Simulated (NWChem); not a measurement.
Everything below was run with NWChem. System: CN, charge 0, spin multiplicity 2, at a geometry optimised with UPBE/def2-SVP. The structure started from a generated list of species. Its SCF solution wasn't tested for a lower state. Level: UM06-2X/def2-TZVP.

Input file:

```
start mol
memory heap 200 mb stack 900 mb global 1100 mb
geometry units angstroms nocenter noautoz
  C      0.000000     0.000000     0.636742
  N      0.000000     0.000000    -0.545779
  symmetry group C2v
end
basis spherical
  * library def2-tzvp
end
dft
  xc m06-2x
  odft
  mult 2
  semidirect memsize 60000000 filesize 0
  iterations 100
  grid fine
end
task dft energy
```

NWChem printed:

```
             Northwest Computational Chemistry Package (NWChem) 7.3.0
             --------------------------------------------------------

                                NWChem Input Module
                                -------------------

 Scaling coordinates for geometry "geometry" by  1.889725989
 (inverse scale =  0.529177249)

 Turning off AUTOSYM since
 SYMMETRY directive was detected!

                             Geometry "geometry" -> ""
                             -------------------------

 Output coordinates in angstroms (scale by  1.889725989 to convert to a.u.)

  No.       Tag          Charge          X              Y              Z
 ---- ---------------- ---------- -------------- -------------- --------------
    1 C                    6.0000     0.00000000     0.00000000     0.63674200
    2 N                    7.0000     0.00000000     0.00000000    -0.54577900

 Effective nuclear repulsion energy (a.u.)      18.7949680877

            Nuclear Dipole moment (a.u.)
            ----------------------------
        X                 Y               Z
 ---------------- ---------------- ----------------
     0.0000000000     0.0000000000    -0.0000018897

      Symmetry information
      --------------------

 Group name             C2v
 Group number             16
 Group order               4
 No. of unique centers     2

      Symmetry unique atoms

     1    2


 Summary of "ao basis" -> "" (spherical)
 ------------------------------------------------------------------------------
       Tag                 Description            Shells   Functions and Types
 ---------------- ------------------------------  ------  ---------------------
 *                         def2-tzvp                  on all atoms

                                 NWChem DFT Module
                                 -----------------

 Summary of "ao basis" -> "ao basis" (spherical)
 ------------------------------------------------------------------------------
       Tag                 Description            Shells   Functions and Types
 ---------------- ------------------------------  ------  ---------------------
[...]
  ----- ------------  ---------------      ----- ------------  ---------------
    13      0.772444  1 C  py                44     -0.597024  2 N  py
    38     -0.303831  2 N  py                 7      0.295827  1 C  py
    10      0.251108  1 C  py                41     -0.218428  2 N  py
    21      0.054028  1 C  d -1

 Vector    9  Occ=0.000000D+00  E= 4.536048D-02  Symmetry=b1
              MO Center=  1.1D-15, -6.5D-32,  3.9D-01, r^2= 2.3D+00
   Bfn.  Coefficient  Atom+Function         Bfn.  Coefficient  Atom+Function
  ----- ------------  ---------------      ----- ------------  ---------------
    12      0.772444  1 C  px                43     -0.597024  2 N  px
    37     -0.303831  2 N  px                 6      0.295827  1 C  px
     9      0.251108  1 C  px                40     -0.218428  2 N  px
    23     -0.054028  1 C  d  1

   alpha - beta orbital overlaps
   -----------------------------

   alpha      1      2      3      4      5      6      7      8      9     10
    beta      1      2      3      4      7      5      6      9      8     11
 overlap   1.000  1.000  0.999  0.837  0.823  0.996  0.996  0.989  0.989  0.757

   alpha     11     12     13     14     15     16     17     18     19     20
    beta     10     12     13     14     15     16     17     18     19     20
 overlap   0.757  0.991  0.991  0.997  0.999  0.999  0.990  0.982  1.000  1.000

   alpha     21     22     23     24     25     26     27     28     29     30
    beta     21     22     23     24     25     26     27     28     29     31
 overlap   0.999  0.999  0.968  1.000  1.000  0.876  0.883  1.000  1.000  1.000

   alpha     31     32     33     34     35     36     37     38     39     40
    beta     30     32     33     35     34     37     36     38     39     41
 overlap   1.000  0.999  1.000  1.000  1.000  1.000  1.000  1.000  1.000  0.998

   alpha     41     42     43     44     45     46     47     48     49     50
    beta     40     42     43     44     45     46     47     48     50     49
 overlap   0.998  1.000  1.000  0.990  0.998  0.998  0.992  1.000  1.000  1.000

   alpha     51     52     53     54     55     56     57     58     59     60
    beta     51     52     53     54     56     55     57     58     59     60
 overlap   0.999  0.999  0.999  0.999  1.000  1.000  1.000  1.000  1.000  1.000

   alpha     61     62
    beta     61     62
 overlap   1.000  1.000

     --------------------------
     Expectation value of S2:
     --------------------------
      <S2> =      0.7664 (Exact =     0.7500)

 center of mass
 --------------
 x =   0.00000000 y =   0.00000000 z =  -0.00012191

 moments of inertia (a.u.)
 ------------------
          32.269725880757           0.000000000000           0.000000000000
           0.000000000000          32.269725880757           0.000000000000
           0.000000000000           0.000000000000           0.000000000000

     Multipole analysis of the density
     ---------------------------------

     L   x y z        total         alpha         beta         nuclear
     -   - - -        -----         -----         ----         -------
     0   0 0 0     -0.000000     -7.000000     -6.000000     13.000000

     1   1 0 0     -0.000000     -0.000000     -0.000000      0.000000
     1   0 1 0     -0.000000     -0.000000     -0.000000      0.000000
     1   0 0 1      0.709164     -0.560129      1.269295     -0.000002

     2   2 0 0     -8.258759     -4.471740     -3.787019      0.000000
     2   1 1 0     -0.000000     -0.000000     -0.000000      0.000000
     2   1 0 1      0.000000      0.000000      0.000000      0.000000
     2   0 2 0     -8.258759     -4.471740     -3.787019      0.000000
     2   0 1 1      0.000000      0.000000      0.000000      0.000000
     2   0 0 2     -7.634801    -14.246023     -9.522009     16.133230

 Task  times  cpu:        1.1s     wall:        1.1s

 Total times  cpu:        1.1s     wall:        1.1s
```
